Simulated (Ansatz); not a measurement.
The input, for Ansatz 0.2.0:

```yaml
crystal:
  periodic: [false, false, false]
  atoms:
    - {symbol: Ge, position_ang: [0.000000, 0.000000, 0.000000]}
    - {symbol: H, position_ang: [0.000000, 0.000000, -1.551624]}
    - {symbol: H, position_ang: [0.000000, 0.000000, 1.551624]}
basis:
  gaussian: {orbitals: aug-cc-pVDZ, occupation: {up: {"Ag": 6, "B1g": 1, "B1u": 3, "B2g": 1, "B2u": 3, "B3g": 1, "B3u": 2}, down: {"Ag": 6, "B1g": 1, "B1u": 3, "B2g": 1, "B2u": 2, "B3g": 1, "B3u": 2}}}
total_charge: 1
magnetization: {spin_polarized: false, initial_magnetization: 1}
correlation: {method: fci, electrons: outside_noble_gas}
```

```sh
$ ansatz run in.yaml --threads 1 --pin off --events-out ev --progress --plain --max-ram 2393MiB
```

Log:

```
928 factors; integrals over basis functions are off by at most 1.3e-7 eV
mean field evaluation 1: about -56493.5460 eV, gradient 6.6e0 eV
mean field evaluation 2: about -56493.8262 eV, gradient 2.0e-1 eV
mean field evaluation 4: about -56493.8268 eV, gradient 7.3e-4 eV
mean field -56493.82680050 eV, -2076.1098420272 hartree, gradient 6.6e-7 eV, S^2 0.750000; 0 other end points of the search recorded, 0 dependent functions left out
mean field evaluation 8: about -56493.5611 eV, gradient 5.4e0 eV
mean field evaluation 16: about -56493.9588 eV, gradient 9.6e-5 eV
14 core orbitals not correlated: weight in the atoms' cores, before any rotation towards them, 0.999 or more for the frozen orbitals, at most 0.000 for the correlated occupied ones
reference -56493.82680050 eV, -2076.1098420272 hartree; 3, 2 occupied and 37, 38 virtual orbitals, 928 factors
state -56496.34717375 eV, -2076.2024640359 hartree
Total energy: -56496.34717375 eV, -2076.2024640359 hartree
```

Ran on 1 thread of Intel Xeon 6975P-C, shared host: 3.2 s wall, 0.21 GiB peak host memory.
